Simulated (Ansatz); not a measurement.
The parent structure is HfS2 in the CdI2 type structure (space group P-3m1, No. 164; a = 3.547 Å, c = 5.577 Å; layered, stacked along the Cartesian z axis).

Calculations: PBEsol-D3(BJ) in Ansatz (plane waves to 420 eV, PAW, no SOC).

Modification: full substitution Hf → Zr, then cell and atoms are relaxed.

Measured band gap: HfS2 1.8 eV (temperature not stated; as listed in Miłosz Rybak et al., Nanomaterials (2022)); ZrS2 1.7 eV (temperature not stated; as listed in Miłosz Rybak et al., Nanomaterials (2022)).

Measured lattice parameter a: HfS2 3.635 Å (temperature not stated; as listed in Torbjörn Björkman, The Journal of Chemical Physics (2014)); ZrS2 3.662 Å (temperature not stated; as listed in Torbjörn Björkman, The Journal of Chemical Physics (2014)).

Task: How well does PBEsol-D3(BJ) reproduce the measured shift?

Result: With PBEsol-D3(BJ) the band gap moves by -0.15 eV (0.45 → 0.29) against -0.10 eV measured; the lattice parameter a moves by +0.031 Å (3.547 → 3.578) against +0.027 Å measured.

Spin-orbit coupling, missing from the scalar runs, can matter with Hf. Whether these cells are dynamically stable was not tested. The zero or small gap of ZrS2 can change with the level of theory.

Ansatz is a first-principles code.
